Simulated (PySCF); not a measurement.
## Adding and removing an electron: NH

UHF; H jorge-DZP-DKH, N jorge-DZP-DKH; spin-free X2C with a Gaussian nucleus (PySCF 2.14). Neutral (UHF): triplet (π ↑↑), Re = 1.035 Å, ωe = 3488 cm⁻¹, De = 2.06 eV, HOMO -13.64 eV, LUMO 3.83 eV.

NH⁺ (UHF): quartet (σ ↑, π ↑↑), Re = 1.076 Å, ωe = 3014 cm⁻¹, De = 3.78 eV to H⁺ + N. The energies at the minima are -55.00101 hartree for NH and -54.56537 for NH⁺.

Work out the adiabatic ionisation energy, without and with harmonic zero-point energies (1 hartree = 27.2114 eV, 1 eV = 8065.5 cm⁻¹), and the change of the bond length.

At UHF: 0.43564 hartree = 11.854 eV between the minima; the zero-point term (3014.0 − 3488.0)/2 cm⁻¹ = -0.029 eV makes it 11.825 eV. Re changes by +4.1 pm against the neutral. The electron leaves a σ orbital, and the longer bond of the ion fits a bonding orbital, or a change in how ionic the bond is.

For an ion De counts to the pair picked by the measured ionisation energies or electron affinities, which need not be the lowest pair at this level. Hartree–Fock leaves out correlation, which carries a large part of most bond energies and some tenths to 1 eV of ionisation energies. States were picked by a PBE0 search and need not be the measured ground states.
